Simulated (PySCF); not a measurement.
# Heteronuclear NMR

Mapped SMILES: `[CH3:1][B:2]=[O:3]`. Hydrogens are named by the atom that carries them.

Equivalent nuclei averaged, a single conformation, non-relativistic Hamiltonian, no solvent. NMR shieldings at PBE0/pcSseg-2/GIAO; coordinates at the PBE0-D3(BJ)/def2-TZVP level; PySCF.

**Question.** Where does 11B resonate?

**Answer.** 
```
atoms           environment  σ (ppm)  δ (ppm)
   B2  boron bonded to C, O     78.6     19.9
```

Shieldings were converted by a linear fit to measured shifts: 11B (scatter 2.2 ppm rms, 9.5 ppm with the 3 outliers that the fit left out vs BF3·OEt2, solution or neat liquid). A few per cent of atoms miss by over 2 rms, more outside the fitted compound classes.

On a 600 MHz spectrometer 11B resonates near 192.5 MHz, so 1 ppm is 192.5 Hz.

**Question.** What are the 17O shifts?

**Answer.** 
| atoms | environment | σ (ppm) | δ (ppm) |
| --- | --- | --- | --- |
| O3 | oxygen bonded to B | 59.8 | 211.9 |

Shieldings were converted by a linear fit to measured shifts: 17O (scatter 11.0 ppm rms, 12.4 ppm with the 2 outliers that the fit left out vs liquid water, solution or neat liquid). Occasional misses reach two or three times the rms, and more in compound classes unlike the fitted ones.

On a 600 MHz spectrometer 17O resonates near 81.3 MHz, so 1 ppm is 81.3 Hz.
